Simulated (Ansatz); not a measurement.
A calculation with Ansatz (development build ahead of 0.2.0).

```yaml
crystal:
  periodic: [false, false, false]
  atoms:
    - { symbol: B, position_ang: [0.0, 0.0, 0.0] }
    - { symbol: Na, position_ang: [0.0, 5.2286, 3.0188] }
    - { symbol: Na, position_ang: [0.0, -5.2286, 3.0188] }
basis:
  gaussian: { orbitals: pcseg-2 }
magnetization:
  initial_magnetization: 1
hamiltonian:
  xc: { name: wB97X }
```

The input is written out in the form of the current development build from the run's settings.

The run gave:

* Converged: yes
* Total energy: -349.12642 hartree
* Spin squared of the determinant: 0.750
* Stability test: minimum among restricted orbitals

Caution: charge can spread falsely over distant fragments; an unrestricted determinant lies well below.
